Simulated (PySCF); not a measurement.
Species: trimethylphosphine, C₃H₉P.
Atom-mapped SMILES: `[CH3:1][P:2]([CH3:3])[CH3:4]` (hydrogens: H5, H6, H7 on C1; H8, H9, H10 on C3; H11, H12, H13 on C4)

The same species was optimised twice, with GFN2-xTB and with PBE0-D3(BJ)/def2-SVP (PySCF), and the same property calculations (PySCF, gas phase) were run on both structures.

| coordinate | GFN2-xTB | PBE0-D3(BJ)/def2-SVP | change |
| --- | --- | --- | --- |
| C4–H11 (Å) | 1.089 | 1.103 | +0.014 |
| C3–H8 (Å) | 1.089 | 1.103 | +0.014 |
| C1–H5 (Å) | 1.089 | 1.103 | +0.014 |
| C3–H9 (Å) | 1.088 | 1.101 | +0.013 |
| C3–H10 (Å) | 1.088 | 1.101 | +0.013 |
| C1–H7 (Å) | 1.088 | 1.101 | +0.013 |
| C1–H6 (Å) | 1.088 | 1.101 | +0.013 |
| C4–H13 (Å) | 1.088 | 1.101 | +0.013 |
| C4–H12 (Å) | 1.088 | 1.101 | +0.013 |
| P2–C3 (Å) | 1.854 | 1.850 | -0.004 |
| C1–P2 (Å) | 1.853 | 1.850 | -0.003 |
| P2–C4 (Å) | 1.853 | 1.850 | -0.003 |
| C3–P2–C4 (°) | 97.9 | 99.3 | +1.4 |
| C1–P2–C3 (°) | 97.8 | 99.3 | +1.5 |
| C1–P2–C4 (°) | 97.9 | 99.2 | +1.3 |
| P2–C3–H8 (°) | 111.4 | 112.6 | +1.2 |
| P2–C1–H5 (°) | 111.4 | 112.6 | +1.2 |
| P2–C4–H11 (°) | 111.4 | 112.6 | +1.2 |
| H9–C3–H10 (°) | 108.4 | 107.5 | -0.9 |
| H6–C1–H7 (°) | 108.4 | 107.5 | -0.9 |

Rotational constants: A = 5796, B = 5790, C = 3780 MHz (GFN2-xTB) against A = 5764, B = 5759, C = 3700 MHz (PBE0-D3(BJ)/def2-SVP). Point groups within 0.08 Å: C3v and C3v. Atoms that the bonding makes alike are paired by their places after alignment.

On the GFN2-xTB structure: HOMO (eV) -6.48 [PBE0/pcSseg-1]; LUMO (eV) 1.40 [PBE0/pcSseg-1]; dipole (D) 1.25 [PBE0/pcSseg-1]; GIAO shielding of C1/C3/C4 (mean) (ppm) 166.7 [PBE0/pcSseg-1]; GIAO shielding of P2 (ppm) 400.5 [PBE0/pcSseg-1].

Question: What do these properties become on the PBE0-D3(BJ)/def2-SVP structure?

Answer: 
```tsv
property	level	on GFN2-xTB	on PBE0-D3(BJ)/def2-SVP	change
HOMO (eV)	PBE0/pcSseg-1	-6.48	-6.39	+0.09
LUMO (eV)	PBE0/pcSseg-1	1.40	1.36	-0.04
dipole (D)	PBE0/pcSseg-1	1.25	1.26	+0.01
energy, GFN2-xTB geometry as zero (kcal/mol)	PBE0/pcSseg-1	0.0	-0.5	-0.5
GIAO shielding of C1/C3/C4 (mean) (ppm)	PBE0/pcSseg-1	166.7	165.8	-0.9
GIAO shielding of P2 (ppm)	PBE0/pcSseg-1	400.5	394.9	-5.6
```

The heavy atoms differ by 0.019 Å rms after alignment. Among all bonds 9 bonds (C1–H5, C1–H6, C1–H7, C3–H8, C3–H9, C3–H10 and others) change most and about equally (+0.013 to +0.014 Å). Changes are differences of the printed values. Neither structure is proved a minimum here.
